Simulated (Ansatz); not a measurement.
# How far each method lies from full CI for HOB, singlet

Geometry: a point of a breathe scan, not a stationary point.

```xyz
3

B     0.0000    0.0000    1.2972
O     0.0000    0.0000   -0.1187
H     0.0000    0.0000   -1.1785
```

Basis 6-31G; Ansatz 0.2.0. Only valence electrons are correlated (noble-gas cores frozen), which leaves 10 electrons in 18 orbitals. R marks a restricted (for open shells ROHF) determinant. Active spaces: valence = (10e, 9o) chosen from the atoms' valence shells; pair = (2e, 2o) about the gap.

Full CI is exact within this basis and frozen core; it isn't the basis-set limit.

The UHF ⟨S²⟩ is 0.000, the T1 diagnostic (RCCSD) is 0.0243 and the largest doubles amplitude (RCCSD) is 0.126.

```json
{"level": "RMP2", "E − E(RHF) (eV)": "-4.6959"}
{"level": "RCCSD", "E − E(RHF) (eV)": "-5.1120"}
{"level": "RCCSD(T)", "E − E(RHF) (eV)": "-5.2609"}
```

Problem. Estimate how far full CI in 6-31G lies from RCCSD(T). The table doesn't fix it; the size of (T) and the diagnostics are the guide.

Solution. Full CI in 6-31G lies 0.74 kcal/mol below RCCSD(T), which is 22 % of the (T) step (-3.43 kcal/mol). T1 is raised, a doubles amplitude is large, but (T) still catches most of what CCSD lacks.

The other levels:

```json
{"level": "CISD", "E − E(full CI) (kcal/mol)": "12.61", "share of correlation (%)": "89.67", "wall time": "0.54 s"}
{"level": "BCCD(T)", "E − E(full CI) (kcal/mol)": "0.54", "share of correlation (%)": "99.56", "wall time": "0.24 s"}
{"level": "RCCSDT", "E − E(full CI) (kcal/mol)": "0.47", "share of correlation (%)": "99.61", "wall time": "–"}
{"level": "CISDTQ", "E − E(full CI) (kcal/mol)": "0.72", "share of correlation (%)": "99.41", "wall time": "2.5 s"}
{"level": "RCCSDT(Q)", "E − E(full CI) (kcal/mol)": "-0.08", "share of correlation (%)": "100.06", "wall time": "0.69 s"}
{"level": "RCCSDTQ", "E − E(full CI) (kcal/mol)": "-0.02", "share of correlation (%)": "100.01", "wall time": "8 s"}
{"level": "CASSCF (pair space)", "E − E(full CI) (kcal/mol)": "108.69", "share of correlation (%)": "10.96", "wall time": "–"}
{"level": "NEVPT2 (pair space)", "E − E(full CI) (kcal/mol)": "12.16", "share of correlation (%)": "90.04", "wall time": "0.21 s"}
{"level": "MRCISD (pair space)", "E − E(full CI) (kcal/mol)": "10.53", "share of correlation (%)": "91.37", "wall time": "–"}
{"level": "MRCISD+Q (pair space)", "E − E(full CI) (kcal/mol)": "2.01", "share of correlation (%)": "98.35", "wall time": "0.54 s"}
{"level": "CASSCF (valence space)", "E − E(full CI) (kcal/mol)": "35.80", "share of correlation (%)": "70.67", "wall time": "–"}
{"level": "NEVPT2 (valence space)", "E − E(full CI) (kcal/mol)": "18.26", "share of correlation (%)": "85.04", "wall time": "3.3 s"}
{"level": "MRCISD (valence space)", "E − E(full CI) (kcal/mol)": "5.31", "share of correlation (%)": "95.65", "wall time": "–"}
{"level": "MRCISD+Q (valence space)", "E − E(full CI) (kcal/mol)": "4.18", "share of correlation (%)": "96.57", "wall time": "5.5 s"}
```

The correlation energy at full CI, counted from RHF, is -5.293 eV. That run took 1.7 min on 1 thread of Arm Neoverse V1, shared host over 18,367,552 determinants.

Times hold each run's SCF and search for its determinant on a shared host, so for small cases they say little of a method's own cost; they ran on 1 thread of Arm Neoverse V1.

The full-CI state has the irrep A1 of C2v, in the program's axes (one component, if the state is degenerate).

Natural occupations of full CI about the gap: 1.985 1.963 1.962 1.962 1.895 0.065 0.065 0.033 0.025 0.013; effectively unpaired electrons, Σ n²(2−n)², 0.10.
